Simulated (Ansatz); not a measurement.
## Isomers and spin states of GaAsH2

Ansatz 0.2.0, basis cc-pVTZ; geometries are PBE0/def2-TZVP minima. Wave-function levels freeze the cores with the filled d shells of p-block atoms; HF, MP2 and coupled cluster are restricted for singlets and unrestricted otherwise, restricted open-shell where a d shell is frozen, Kohn–Sham unrestricted where that lies lower. The reference is CCSDT(Q) (coupled cluster only where its series has nearly closed). Semilocal and hybrid functionals correlate all electrons outside any core potential and usually lie nearer their basis limit than the reference, so part of their error here is the reference's basis and frozen-core error; RPA and the MP2 part of double hybrids freeze the same cores as the reference. None of these values is a measured one. Energies are electronic, without zero-point terms. No spin–orbit coupling and no scalar relativity. The species are chosen: bound, without strong static correlation by their natural occupations or amplitudes, and with a ladder that closes on the reference, so errors are smaller than for species at large; levels whose determinant breaks symmetry or spin markedly are left out.

A. triplet; Ga–As 2.421, Ga–H 1.572, angles at Ga 120°. Coordinates (Å): Ga 0.000 0.000 1.226; As 0.000 0.000 -1.195; H 0.000 1.364 2.009; H 0.000 -1.364 2.009
B. singlet; Ga–As 2.220, Ga–H 1.558, As–H 1.545, angles at As 79°, angles at Ga 178°. Coordinates (Å): Ga 0.000 -0.004 1.136; As 0.000 0.025 -1.083; H 0.000 -0.074 2.693; H 0.000 -1.494 -0.794
C. triplet; Ga–As 2.482, As–H 1.532, Ga–H 1.607, angles at As 90°, angles at Ga 121°. Coordinates (Å): Ga 0.000 0.033 1.279; As 0.000 0.008 -1.203; H 0.000 -1.524 -1.192; H 0.000 -1.343 2.109
D. triplet; Ga–As 2.473, Ga–H 1.608, As–H 1.527, angles at As 93°, angles at Ga 116°. Coordinates (Å): Ga 0.000 -0.062 1.274; As 0.000 0.059 -1.195; H 0.000 1.343 2.056; H 0.000 -1.459 -1.362

Task: From bonding and spin, estimate the order of these in energy at CCSDT(Q), each at its own geometry.

Result: At CCSDT(Q), above the lowest of those listed: B (0.000 eV), A (0.700 eV), D (1.016 eV), C (1.094 eV).

```tsv
level	A less B (eV)	D less B (eV)	C less B (eV)
CCSDT(Q)	0.700	1.016	1.094
HF	-0.267	0.289	0.335
MP2	0.707	1.069	1.135
CCSD(T)	0.686	1.010	1.086
CCSDT	0.684	1.004	1.081
PBE	0.961	1.107	1.186
r2SCAN	0.773	0.994	1.069
wB97M-V	0.694	1.012	1.084
B2PLYP	0.786	1.045	1.126
RPA-PBE	0.716	0.932	1.005
```

Another form comes out lowest with HF.

The geometries are PBE0's, not this basis's own minima.
